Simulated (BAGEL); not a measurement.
# One shape, several levels: singlet CH5OSi+

Aim: a comparison of 5 runs (HF/STO-3G, B3LYP/6-31G*, B3LYP/def2-SVPD, PBE0/def2-SVPD, RI-MP2/def2-SVPD) of singlet CH5OSi+. 

The results are computed with BAGEL 1.2.2.

3 further runs of the same task are left out: 1 that didn't finish, 2 set aside as unsound or not needed. Runs told in other sessions of the task aren't counted.

**1. The molecule**

The species is CH5OSi+ (8 atoms), meant as a singlet with charge +1. SMILES of the parent species: `[CH2][SiH2]O`. Geometry: relaxed at PBE0-D4/def2-TZVP. This is one conformer, not always the lowest. That shape belongs to the parent species and isn't relaxed for this state.

Bond lengths: C1–Si2 1.840 Å, Si2–O3 1.650 Å, C1–H4 1.086 Å, C1–H5 1.087 Å, Si2–H6 1.485 Å, Si2–H7 1.490 Å, O3–H8 0.958 Å. Angles: C1–Si2–O3 112.2°, C1–Si2–H6 111.4°, C1–Si2–H7 108.0°, O3–Si2–H6 104.2°, O3–Si2–H7 111.6°, Si2–C1–H4 122.8°, Si2–C1–H5 122.5°, Si2–O3–H8 117.1°, H6–Si2–H7 109.4°, H4–C1–H5 114.6°.

**2. The energy at HF/STO-3G (density fitting with qzvpp-jkfit) (run 1)**

File job.json:

```json
{ "bagel" : [

{
  "title" : "molecule",
  "basis" : "sto-3g",
  "df_basis" : "qzvpp-jkfit",
  "angstrom" : "true",
  "geometry" : [
    { "atom" : "C", "xyz" : [   -0.861500,    0.517800,   -0.791400 ] },
    { "atom" : "Si", "xyz" : [    0.654000,   -0.005200,    0.111100 ] },
    { "atom" : "O", "xyz" : [    0.302800,   -0.724400,    1.554400 ] },
    { "atom" : "H", "xyz" : [   -0.970800,    0.416800,   -1.867000 ] },
    { "atom" : "H", "xyz" : [   -1.703100,    0.991500,   -0.293300 ] },
    { "atom" : "H", "xyz" : [    1.495600,    1.161100,    0.480600 ] },
    { "atom" : "H", "xyz" : [    1.431000,   -0.912300,   -0.779800 ] },
    { "atom" : "H", "xyz" : [   -0.255800,   -1.502300,    1.529400 ] }
  ]
},
{ "title" : "hf", "charge" : 1 },
{ "title" : "print", "file" : "orbitals.molden", "orbitals" : "true" }

]}
```

Run with:

```sh
$ BAGEL_NUM_THREADS=1 BAGEL job.json > job.out
```

Standard output:

```text
* using 1 threads per process

  ===============================================================
  ===============================================================

  *** Geometry ***

  { "atom" : "C", "xyz" : [     -1.627999,      0.978500,     -1.495529 ] },
  { "atom" : "Si", "xyz" : [      1.235881,     -0.009827,      0.209949 ] },
  { "atom" : "O", "xyz" : [      0.572209,     -1.368918,      2.937390 ] },
[... 4 lines of this table left out ...]
  { "atom" : "H", "xyz" : [     -0.483392,     -2.838936,      2.890147 ] },

  Number of auxiliary basis functions:      370

  Since a DF basis is specified, we compute 2- and 3-index integrals:
    o Being stored without compression. Storage requirement is 0.002 GB

  Number of basis functions:       24
  Number of electrons      :       33

    * METHOD: MOLECULE                             0.06

  *** RHF ***

  === Nuclear Repulsion ===
   108.9327533291

      * DIIS with orbital gradients will be used.

  === RHF iteration (sto-3g) ===
      0       -399.32278386          0.02423041           0.00
      1       -399.43570920          0.00897718           0.00
      2       -399.45073851          0.00158079           0.00
[... 10 lines of this table left out ...]
     13       -399.45167373          0.00000001           0.00
    * SCF iteration converged.

    * Permanent dipole moment:
           (    1.601210,    -0.648823,     1.877678) a.u.

    * METHOD: HF                                   0.10

    * METHOD: PRINT                                0.00

  ===============================================================
```

Run time: 0.3 s. Hardware: 1 thread of Intel Xeon 6975P-C (Granite Rapids), shared host.

**3. A single-point energy at B3LYP/6-31G(d) (density fitting with qzvpp-jkfit, spherical functions) (run 2)**

Changes to job.json since step 2:

```diff
@@ -4,5 +4,5 @@
   "title" : "molecule",
-  "basis" : "sto-3g",
+  "basis" : "6-31gs.json",
   "df_basis" : "qzvpp-jkfit",
-  "angstrom" : "true",
+  "angstrom" : true,
   "geometry" : [
@@ -18,4 +18,12 @@
 },
-{ "title" : "hf", "charge" : 1 },
-{ "title" : "print", "file" : "orbitals.molden", "orbitals" : "true" }
+{
+  "title" : "ks",
+  "xc_func" : "b3lyp",
+  "charge" : 1
+},
+{
+  "title" : "print",
+  "file" : "orbitals.molden",
+  "orbitals" : true
+}
```

The basis set 6-31G* is read from a file made from the Basis Set Exchange's data (not shown).

Run with:

```sh
$ BAGEL_NUM_THREADS=1 BAGEL job.json > job.out
```

Standard output:

```text
* using 1 threads per process

  ===============================================================
  ===============================================================

  *** Geometry ***

  { "atom" : "C", "xyz" : [     -1.627999,      0.978500,     -1.495529 ] },
  { "atom" : "Si", "xyz" : [      1.235881,     -0.009827,      0.209949 ] },
  { "atom" : "O", "xyz" : [      0.572209,     -1.368918,      2.937390 ] },
[... 4 lines of this table left out ...]
  { "atom" : "H", "xyz" : [     -0.483392,     -2.838936,      2.890147 ] },

  Number of auxiliary basis functions:      370

  Since a DF basis is specified, we compute 2- and 3-index integrals:
    o Being stored without compression. Storage requirement is 0.009 GB

  Number of basis functions:       56
  Number of electrons      :       33

    * METHOD: MOLECULE                             0.08

  *** Kohn-Sham DFT ***

    * Removing 13127 points whose weight is below 1.00e-10
    * Grid points: 106121

  === Nuclear Repulsion ===
   108.9327533291

       - DIIS with orbital gradients will be used.

  === KS iteration (b3lyp / 6-31gs.json) ===
      0       -384.10985903          0.15364482           0.19
      1       -364.49703820          0.17607903           0.18
      2       -362.99907323          0.21700789           0.18
[... 17 lines of this table left out ...]
     20       -405.45704282          0.00000001           0.18
    * SCF iteration converged.

    * Permanent dipole moment:
           (    1.317393,    -0.407952,     1.537266) a.u.

    * METHOD: KS                                   4.05

    * METHOD: PRINT                                0.00

  ===============================================================
```

It took 4.5 s on 1 thread of Intel Xeon 6975P-C (Granite Rapids), shared host; peak memory 0.3 GiB.

Runs 3 to 4 aren't shown in full; the table further down has their settings and results.

**4. A single-point energy at RI-MP2/def2-SVPD (density fitting with qzvpp-jkfit) (run 5)**

File input.json:

```json
{ "bagel" : [

{
  "title" : "molecule",
  "basis" : "def2-svpd.json",
  "df_basis" : "qzvpp-jkfit",
  "angstrom" : true,
  "geometry" : [
    { "atom" : "C", "xyz" : [   -0.861500,    0.517800,   -0.791400 ] },
    { "atom" : "Si", "xyz" : [    0.654000,   -0.005200,    0.111100 ] },
    { "atom" : "O", "xyz" : [    0.302800,   -0.724400,    1.554400 ] },
    { "atom" : "H", "xyz" : [   -0.970800,    0.416800,   -1.867000 ] },
    { "atom" : "H", "xyz" : [   -1.703100,    0.991500,   -0.293300 ] },
    { "atom" : "H", "xyz" : [    1.495600,    1.161100,    0.480600 ] },
    { "atom" : "H", "xyz" : [    1.431000,   -0.912300,   -0.779800 ] },
    { "atom" : "H", "xyz" : [   -0.255800,   -1.502300,    1.529400 ] }
  ]
},
{ "title" : "hf", "charge" : 1 },
{ "title" : "mp2", "charge" : 1, "ncore" : 7 }

]}
```

The basis set def2-SVPD is read from a file made from the Basis Set Exchange's data (not shown).

Run with:

```sh
$ BAGEL_NUM_THREADS=1 BAGEL input.json > input.out
```

Standard output:

```text
* using 1 threads per process

  ===============================================================
  ===============================================================

  *** Geometry ***

  { "atom" : "C", "xyz" : [     -1.627999,      0.978500,     -1.495529 ] },
  { "atom" : "Si", "xyz" : [      1.235881,     -0.009827,      0.209949 ] },
  { "atom" : "O", "xyz" : [      0.572209,     -1.368918,      2.937390 ] },
[... 4 lines of this table left out ...]
  { "atom" : "H", "xyz" : [     -0.483392,     -2.838936,      2.890147 ] },

[... 23 lines left out ...]
    * SCF iteration converged.
[... 1 line left out ...]
    * Permanent dipole moment:
[... 2 lines left out ...]
    * METHOD: HF                                   0.61

  *** RHF ***

  === Nuclear Repulsion ===
   108.9327533291

      * DIIS with orbital gradients will be used.

  === RHF iteration (def2-svpd.json) ===
      0       -404.07449567          0.00000000           0.03
    * SCF iteration converged.

    * Permanent dipole moment:
           (    1.714133,    -0.578392,     1.891474) a.u.

  === DF-MP2 calculation ===

    * freezing 7 orbitals
    * 3-index integral transformation done
    * assembly done

      MP2 correlation energy:   -0.4034592527      0.02

      MP2 total energy:       -404.4779549234

    * METHOD: MP2                                  0.10

  ===============================================================
```

Wall time 0.98 s (1 thread of Intel Xeon 6975P-C (Granite Rapids), shared host).

**5. Overview of the runs**

```csv
run,level,frozen core orbitals,energy (Eh),HOMO energy (eV),LUMO energy (eV),HOMO–LUMO gap (eV),wall time
1,HF/STO-3G (density fitting with qzvpp-jkfit),–,-399.451674,-15.38,-5.22,10.16,0.3 s
2,"B3LYP/6-31G* (density fitting with qzvpp-jkfit, spherical functions)",–,-405.457043,-14.20,-11.81,2.39,4.5 s
3,B3LYP/def2-SVPD (density fitting with qzvpp-jkfit),–,-405.314686,-14.44,-11.93,2.51,6.9 s
4,PBE0/def2-SVPD (density fitting with qzvpp-jkfit),–,-405.031825,-14.65,-11.73,2.92,7.2 s
5,RI-MP2/def2-SVPD (density fitting with qzvpp-jkfit),7,-404.477955,–,–,–,0.98 s
```

**6. What came out**

```
                                          quantity          value
                               run 5: total energy  -404.47795 Eh
run 5: correlation energy (7 core orbitals frozen)     -403.5 mEh
```

**Reading.** Over runs 1, 2, 3, 4 the HOMO–LUMO gap runs from 2.39 eV (B3LYP/6-31G*) to 10.16 eV (HF/STO-3G). The two ends differ in method and basis. Totals of different functionals can't be ranked against each other. In run 1 the basis is minimal, so the values are rough. All runs together took 20 s, the longest 7.2 s.
